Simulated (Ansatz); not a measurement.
# BGe⁺, singlet: vertical spin and charge gaps

Geometry (PBE0/def2-TZVP stationary point for this spin):

```yaml
atoms:
  - { symbol: Ge, position_ang: [0.0000, 0.0000, 0.0000] }
  - { symbol: B, position_ang: [0.0000, 0.0000, 2.5640] }
```

Basis cc-pVDZ; Ansatz 0.2.0. Only valence electrons are correlated (noble-gas cores and the filled d shells of p-block atoms frozen). R marks a restricted (for open shells ROHF) determinant. Active spaces: valence = (6e, 8o) chosen from the atoms' valence shells. No spin–orbit coupling is included, and no scalar relativity.

Gaps are energies of the second state less the first, at fixed atoms, for a selection of the levels run; each method lands on the state that its own search finds for that charge and spin.

Triplet less singlet: -0.362 eV at full CI (singlet A1, triplet B1, in C2v).

Large singles or doubles amplitudes warn of static correlation in the BGe⁺ singlet and the BGe⁺ triplet.

```csv
level,gap (eV),error (meV)
RHF,-0.795,-433
RMP2,-0.522,-160
CISD,-0.465,-103
RCCSD,-0.349,13
RCCSD(T),-0.355,7
BCCD(T),-0.359,3
RCCSDT,-0.372,-10
CISDTQ,-0.372,-10
RCCSDT(Q),-0.367,-5
CASSCF (valence space),-0.240,122
NEVPT2 (valence space),-0.457,-95
MRCISD (valence space),-0.411,-49
MRCISD+Q (valence space),-0.427,-65
```

Full CI is exact within this basis and frozen core; it isn't the basis-set limit.
